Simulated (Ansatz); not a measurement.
**AlH₄−: small, medium and large basis sets**

How large a basis does AlH₄− need? Two functionals are run in growing sets.

Computed with Ansatz 0.2.0, Gaussian basis. Level: one geometry, several basis sets.

Levels to be run: PBE0-D4/def2-SVPD; ωB97M-V/def2-SVPD; PBE0-D4/def2-QZVPPD; ωB97M-V/def2-QZVPPD; the functionals' def2-TZVPPD values are taken from earlier runs.

## 1. Structure used throughout

An earlier PBE0-D4 in a triple-zeta def2 set relaxation fixed the geometry.

SMILES `[AlH4-]`, 5 atoms, charge -1, spin multiplicity 1.

Atoms are counted from 1 here; the program's logs count them from 0.

Bond lengths: Al1–H2 1.646 Å, Al1–H3 1.646 Å, Al1–H4 1.646 Å, Al1–H5 1.646 Å. Angles: H2–Al1–H3 109.4°, H2–Al1–H4 109.5°, H2–Al1–H5 109.4°, H3–Al1–H4 109.5°, H3–Al1–H5 109.4°, H4–Al1–H5 109.5°.

## 2. PBE0-D4 in def2-SVPD

The input, in.yaml:

```yaml
crystal:
  periodic: [false, false, false]
  atoms:
    - {symbol: Al, position_ang: [-0.000006, -0.000022, -0.000646]}
    - {symbol: H, position_ang: [1.460394, -0.510243, 0.562453]}
    - {symbol: H, position_ang: [-1.196950, -0.611555, 0.949861]}
    - {symbol: H, position_ang: [-0.206011, -0.523003, -1.548088]}
    - {symbol: H, position_ang: [-0.057417, 1.644833, 0.036420]}
basis:
  gaussian: {orbitals: def2-SVPD}
total_charge: -1
hamiltonian: {xc: pbe0, dispersion: d4}
output: {orbitals: {seedname: orbitals}}
```

Run with:

```bash
$ ansatz run in.yaml --threads 2 --pin off --events-out ev --progress --plain --max-ram 32768MiB --backend cpu
```

What it wrote:

```text
Functional definition: PBE0
  name "PBE0"
  cite "Adamo & Barone, J. Chem. Phys. 110, 6158 (1999) doi:10.1063/1.478522"
  cite "Perdew, Burke & Ernzerhof, Phys. Rev. Lett. 77, 3865 (1996) doi:10.1103/PhysRevLett.77.3865"
  parent pbe
  parameter a = 0.25
  parameter kappa = 0.804
  parameter beta = 0.06672455060314922
  exchange = (1 - a)*pbe_x(kappa = kappa, mu = beta*pi^2/3) + a*exact_x
  correlation = pbe_c(beta = beta)
501 factors; their error is unknown
mean field evaluation 1: about -6656.7163 eV, gradient 8.2e0 eV
mean field evaluation 2: about -6656.9281 eV, gradient 2.8e0 eV
mean field evaluation 4: about -6656.9557 eV, gradient 3.7e-2 eV
mean field evaluation 8: about -6657.0116 eV, gradient 2.1e-5 eV
mean field -6657.01160050 eV, -244.6406640340 hartree, gradient 2.4e-5 eV, S^2 0.000000; 0 other end points of the search recorded, 0 dependent functions left out
reference -6657.01163515 eV, -244.6406653074 hartree; 9, 9 occupied and 47, 47 virtual orbitals, 501 factors
Total energy: -6657.08502228 eV, -244.6433622345 hartree
```

It took 0.7 s on 2 threads, shared host.

## 3. ωB97M-V in def2-SVPD

Edit in.yaml of step 2 so:

```diff
@@ -11,3 +11,3 @@
 total_charge: -1
-hamiltonian: {xc: pbe0, dispersion: d4}
+hamiltonian: {xc: {name: wB97M-V}}
 output: {orbitals: {seedname: orbitals}}
```

Same command.

What it wrote, shortened:

```text
Functional definition: wB97M-V
  name "wB97M-V"
  cite "Mardirossian & Head-Gordon, J. Chem. Phys. 144, 214110 (2016) doi:10.1063/1.4952647"
  cite "Becke, J. Chem. Phys. 107, 8554 (1997) doi:10.1063/1.475007"
  cite "Vydrov & Van Voorhis, J. Chem. Phys. 133, 244103 (2010) doi:10.1063/1.3521275"
  # Of w^i u^j: cxij and so on, Table III.
[...]
  gx(w, u) = 1 - cx + cx01*u + cx10*w
  gss(w, u) = css00 + css04*u^4 + css10*w + css20*w^2 + css43*w^4*u^3
  gos(w, u) = cos00 + cos10*w + (cos20 + cos21*u)*w^2 + (cos60 + cos61*u)*w^6
[...]
      + integral(e_c_pw_mod_opposite_spin*gos(b97_w_opposite, b97_u_opposite)) + vv10(b, c)
494 factors; their error is unknown
243 factors; integrals over basis functions are off by at most 8.1e-6 eV
[...]
mean field -6659.31363930 eV, -244.7252623993 hartree, gradient 5.7e-5 eV, S^2 0.000000; 0 other end points of the search recorded, 0 dependent functions left out
reference -6659.31369208 eV, -244.7252643391 hartree; 9, 9 occupied and 47, 47 virtual orbitals, 494 factors
Total energy: -6659.31369208 eV, -244.7252643391 hartree
```

Run time: 2.4 s. Hardware: 2 threads, shared host.

## 4. PBE0-D4 in def2-QZVPPD

Edit in.yaml of step 3 so:

```diff
@@ -9,5 +9,5 @@
 basis:
-  gaussian: {orbitals: def2-SVPD}
+  gaussian: {orbitals: "def2-QZVPPD.json"}
 total_charge: -1
-hamiltonian: {xc: {name: wB97M-V}}
+hamiltonian: {xc: pbe0, dispersion: d4}
 output: {orbitals: {seedname: orbitals}}
```

Same command.

What it wrote:

```text
Functional definition: PBE0
  name "PBE0"
  cite "Adamo & Barone, J. Chem. Phys. 110, 6158 (1999) doi:10.1063/1.478522"
  cite "Perdew, Burke & Ernzerhof, Phys. Rev. Lett. 77, 3865 (1996) doi:10.1103/PhysRevLett.77.3865"
  parent pbe
  parameter a = 0.25
  parameter kappa = 0.804
  parameter beta = 0.06672455060314922
  exchange = (1 - a)*pbe_x(kappa = kappa, mu = beta*pi^2/3) + a*exact_x
  correlation = pbe_c(beta = beta)
660 factors; their error is unknown
mean field evaluation 1: about -6659.2745 eV, gradient 9.4e0 eV
mean field evaluation 2: about -6659.5474 eV, gradient 3.5e0 eV
mean field evaluation 4: about -6659.5670 eV, gradient 6.2e-2 eV
mean field evaluation 8: about -6659.5945 eV, gradient 3.1e-4 eV
mean field -6659.59453686 eV, -244.7355851942 hartree, gradient 1.6e-5 eV, S^2 0.000000; 0 other end points of the search recorded, 0 dependent functions left out
reference -6659.59457559 eV, -244.7355866176 hartree; 9, 9 occupied and 199, 199 virtual orbitals, 660 factors
Total energy: -6659.66796272 eV, -244.7382835448 hartree
```

Run time: 3.7 s. Hardware: 2 threads, shared host; peak memory 0.33 GiB.

## 5. ωB97M-V in def2-QZVPPD

Edit in.yaml of step 4 so:

```diff
@@ -11,3 +11,3 @@
 total_charge: -1
-hamiltonian: {xc: pbe0, dispersion: d4}
+hamiltonian: {xc: {name: wB97M-V}}
 output: {orbitals: {seedname: orbitals}}
```

Launched as before.

What it wrote, shortened:

```text
Functional definition: wB97M-V
  name "wB97M-V"
  cite "Mardirossian & Head-Gordon, J. Chem. Phys. 144, 214110 (2016) doi:10.1063/1.4952647"
  cite "Becke, J. Chem. Phys. 107, 8554 (1997) doi:10.1063/1.475007"
  cite "Vydrov & Van Voorhis, J. Chem. Phys. 133, 244103 (2010) doi:10.1063/1.3521275"
  # Of w^i u^j: cxij and so on, Table III.
[...]
  gx(w, u) = 1 - cx + cx01*u + cx10*w
  gss(w, u) = css00 + css04*u^4 + css10*w + css20*w^2 + css43*w^4*u^3
  gos(w, u) = cos00 + cos10*w + (cos20 + cos21*u)*w^2 + (cos60 + cos61*u)*w^6
[...]
      + integral(e_c_pw_mod_opposite_spin*gos(b97_w_opposite, b97_u_opposite)) + vv10(b, c)
628 factors; their error is unknown
226 factors; integrals over basis functions are off by at most 2.9e-5 eV
[...]
mean field -6661.95280310 eV, -244.8222498802 hartree, gradient 2.9e-5 eV, S^2 0.000000; 0 other end points of the search recorded, 0 dependent functions left out
reference -6661.95286461 eV, -244.8222521404 hartree; 9, 9 occupied and 199, 199 virtual orbitals, 628 factors
Total energy: -6661.95286461 eV, -244.8222521404 hartree
```

Wall time 8.6 s (2 threads, shared host); peak memory 0.42 GiB.

## 6. Density functionals: the series

The def2-TZVPPD values come from earlier runs at the same geometry.

| functional | basis | functions | energy (eV) | from the largest (eV) | HOMO (eV) | LUMO (eV) |
| --- | --- | --- | --- | --- | --- | --- |
| PBE0-D4 | def2-SVPD | 56 | -6657.0850 | 2.583 | -2.27 | 4.26 |
| PBE0-D4 | def2-TZVPPD | 116 | -6659.4361 | 0.232 | -2.33 | 4.01 |
| PBE0-D4 | def2-QZVPPD | 208 | -6659.6680 | 0.000 | -2.36 | 3.40 |
| ωB97M-V | def2-SVPD | 56 | -6659.3137 | 2.639 | -4.50 | 4.66 |
| ωB97M-V | def2-TZVPPD | 116 | -6661.7217 | 0.231 | -4.57 | 4.40 |
| ωB97M-V | def2-QZVPPD | 208 | -6661.9529 | 0.000 | -4.60 | 3.64 |

## 7. Outcome

```
                                       quantity          value
PBE0-D4: double and triple zeta above quadruple  2.58, 0.23 eV
ωB97M-V: double and triple zeta above quadruple  2.64, 0.23 eV
```

**Reading.** For PBE0-D4 the step from double to triple zeta gains 2.35 eV and the next only 0.23 eV. These are total energies; as a rule much of such shifts cancels in differences, which this series doesn't test. The LUMO of ωB97M-V is positive and keeps falling with the basis (4.66 to 3.64 eV): an unbound level that the basis holds in place.

For PBE0-D4 the largest set took about 5 times as long as the smallest (3.7 s against 0.7 s).
